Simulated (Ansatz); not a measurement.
# SiH₄ (triplet): from Hartree-Fock to the top rungs, def2-QZVPP

One table from this session's results is given with a row withheld; the runs are named, their logs left out.

Method: def2-QZVPP, core rule «outside noble gas», up to 5 orbitals frozen; program: Ansatz 0.2.0, Gaussian basis.

Plan: UHF; ROHF; CCSD(T) on UHF.

2 further runs of the same task are left out: 2 set aside as unsound or not needed.

### The system

The geometry is a PBE0/def2-TZVP stationary point (not a proven minimum) of the parent state, kept for this charge and spin.

5 atoms, charge 0, spin multiplicity 3.

Atoms are counted from 1 here; the program's logs count them from 0.

Bond lengths: Si1–H2 1.485 Å, Si1–H3 1.485 Å, Si1–H4 1.485 Å, Si1–H5 1.485 Å. Angles: H2–Si1–H3 109.5°, H2–Si1–H4 109.5°, H2–Si1–H5 109.5°, H3–Si1–H4 109.5°, H3–Si1–H5 109.5°, H4–Si1–H5 109.5°.

Set-up of the first run:

in.yaml reads:

```yaml
crystal:
  periodic: [false, false, false]
  atoms:
    - {symbol: Si, position_ang: [0.000000, 0.000000, 0.000000]}
    - {symbol: H, position_ang: [0.855850, 0.858745, 0.856831]}
    - {symbol: H, position_ang: [-0.859551, -0.854424, 0.857445]}
    - {symbol: H, position_ang: [-0.854730, 0.855535, -0.861149]}
    - {symbol: H, position_ang: [0.858431, -0.859856, -0.853127]}
basis:
  gaussian: {orbitals: "def2-QZVPP.json"}
magnetization: {spin_polarized: true, initial_magnetization: 2}
hamiltonian: {xc: hf}
output: {orbitals: {seedname: orbitals}}
```

On the command line:

```console
ansatz run in.yaml --threads 1 --pin off --events-out ev --progress --plain --max-ram 4096MiB --backend cpu
```

Steps of the session up to this table: UHF; ROHF; CCSD(T) on UHF.

One of the session's tables, all rows but one given; the rest of the session is left out.

It belongs to the step «Misses and costs». 

```
  method  from UCCSD(T) (meV)
    ROHF              +4946.2
     UHF              +4883.4
    UMP2                    ?
   UCCSD               +188.3
UCCSD(T)                    0
```

Q: Estimate the row for UMP2 from the others.

As computed: from UCCSD(T) (meV): +941.4. In the column «from UCCSD(T) (meV)» it lies between UCCSD (+188.3) and UHF (+4883.4).

Caveats from the session: Warnings: coupled cluster took another determinant than the lowest.
